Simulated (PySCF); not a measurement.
What binds PH⁺: the parts of the energy along the bond

State: ²Π, doublet, unpaired electrons π ↑. ROHF-based CCSD(T) in PySCF 2.14 with P aug-cc-pV(T+d)Z, H aug-cc-pVTZ and P aug-cc-pV(Q+d)Z, H aug-cc-pVQZ (frozen core orbitals: 5; no relativity). Correlation energies are extrapolated as n⁻³ (n = 3, 4), Hartree–Fock as (n+1)·exp(−9√n). CV is the change on freezing 1 orbitals instead, in P cc-pwCVTZ, H cc-pVTZ. SR is the spin-free X2C energy in P cc-pVTZ-DK, H cc-pVTZ-DK less the non-relativistic one in P cc-pVTZ, H cc-pVTZ. All energies in eV from P⁺ + H.

```json
{"R (Å)": "1.2685", "HF/CBS": "-2.207", "CCSD corr.": "-0.976", "(T)": "-0.0188", "CV": "-0.0088", "SR": "0.0062", "total": "-3.204"}
{"R (Å)": "1.3261", "HF/CBS": "-2.405", "CCSD corr.": "-0.986", "(T)": "-0.0207", "CV": "-0.0054", "SR": "0.0068", "total": "-3.411"}
{"R (Å)": "1.3838", "HF/CBS": "-2.491", "CCSD corr.": "-0.999", "(T)": "-0.0230", "CV": "-0.0027", "SR": "0.0070", "total": "-3.509"}
{"R (Å)": "1.4414", "HF/CBS": "-2.490", "CCSD corr.": "-1.015", "(T)": "-0.0255", "CV": "-0.0007", "SR": "0.0071", "total": "-3.524"}
{"R (Å)": "1.4991", "HF/CBS": "-2.422", "CCSD corr.": "-1.033", "(T)": "-0.0282", "CV": "0.0009", "SR": "0.0070", "total": "-3.476"}
{"R (Å)": "1.5712", "HF/CBS": "-2.268", "CCSD corr.": "-1.060", "(T)": "-0.0321", "CV": "0.0023", "SR": "0.0067", "total": "-3.351"}
{"R (Å)": "1.6433", "HF/CBS": "-2.057", "CCSD corr.": "-1.092", "(T)": "-0.0365", "CV": "0.0033", "SR": "0.0063", "total": "-3.176"}
```

A fit to the total gives Re = 1.4241 Å, De = 3.527 eV, ωe = 2390.4 cm⁻¹, Be = 8.516 cm⁻¹ (masses 30.9738 and 1.0078 u).

Q: At R = 1.4414 Å the CCSD correlation energy is -0.122074 hartree in the smaller basis and -0.126207 in the larger. Extrapolate it.

A: (4³·E4 − 3³·E3)/(4³ − 3³) = -0.12922 hartree; the larger basis holds 97.7 % of it.

The T1 diagnostic is 0.022. The state was picked by a PBE0 search and need not be the measured ground state. Spin–orbit coupling, excitations beyond (T) and corrections to the Born–Oppenheimer picture are left out.
